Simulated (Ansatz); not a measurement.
`BCS` + `OCF` → `FCOCS` + BH₃  (substitution at a C–B bond)

Isolated molecules relaxed with PBE0-D4/def2-TZVP in Ansatz; ΔE leaves out vibrations. CCSD(T)/CBS is the MP2 limit (def2-TZVPP, def2-QZVPP) plus CCSD(T) − MP2 in def2-TZVPP, frozen cores. This one scheme is used for every species. DFT in def2-TZVPP. Each species was taken in one conformer, which may not be the lowest.

CCSD(T)/CBS gives +20.0 kcal/mol.

Task: Another level gave +20.6 kcal/mol. Which?
A. r2SCAN/def2-TZVPP
B. CCSD(T)/def2-TZVPP
C. RPA@PBE/def2-TZVPP
D. LDA (SPW92)/def2-TZVPP

Result: A. r2SCAN 20.6, LDA (SPW92) 21.7, CCSD(T)/def2-TZVPP 19.1, RPA@PBE/def2-TZVPP 16.9 kcal/mol.

Task: What do rigid-rotor, harmonic-oscillator terms from PBE0-D4/def2-TZVP frequencies (298.15 K, 1 bar) make of the CCSD(T)/CBS value? (An estimate is asked.)

Result: Ansatz gave: ΔZPE = -1.1 kcal/mol, ΔH = +19.1 kcal/mol, ΔS = -36 J/(mol·K), ΔG = +21.6 kcal/mol. Modes under 50 cm⁻¹ make the entropy rough.

Largest T1 diagnostic among the species: 0.012.

Leaving LDA and LC-ωPBE aside and taking each functional with its dispersion term where it has one, the values, not all of them listed here, spread over 2.4 kcal/mol, from BLYP-D4 to HSE06-D4. In def2-TZVPP, CCSD(T) changes the Hartree–Fock value by +1.5 kcal/mol (the triples alone add −0.2 kcal/mol) and MP2 by +2.4 kcal/mol. At CCSD(T), def2-SVP lies −3.4 kcal/mol from the extrapolated value and def2-TZVPP −1.0 kcal/mol.
